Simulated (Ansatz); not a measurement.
Sb2O3 (Pccn, No. 56): properties by level of theory

| level (code) | volume per atom (Å³/atom) | bulk modulus (GPa) | cohesive energy (eV/atom) | band gap (eV) |
|---|---|---|---|---|
| LDA (Ansatz) | 15.53 | 35.9 | 5.30 | 1.71 |
| PBEsol (Ansatz) | 16.42 | 25.5 | 4.61 | 1.98 |
| r²SCAN (Ansatz) | 17.12 | 21.5 | 4.13 | 2.66 |

Computed values are for a static lattice. Levels without +SOC have no spin–orbit coupling; where heavier elements are present it shifts gaps, mostly down, and can invert bands.  LDA, PBEsol, r²SCAN: the relaxation could not lower the start's symmetry, so the cell can be a saddle point above a distorted one. Each level is taken at its own relaxed cell. Cutoffs differ between the levels. Ansatz's density-functional and Hartree–Fock values are scalar-relativistic unless marked +SOC, with PAW data made under PBE.

Caveats: the relaxation could not lower the start's symmetry, so the cell can be a saddle point above a distorted one (LDA, PBEsol, r²SCAN). Ansatz's density-functional and Hartree–Fock values are scalar-relativistic unless marked +SOC, with PAW data made under PBE.

Ansatz is a program for electronic structure.
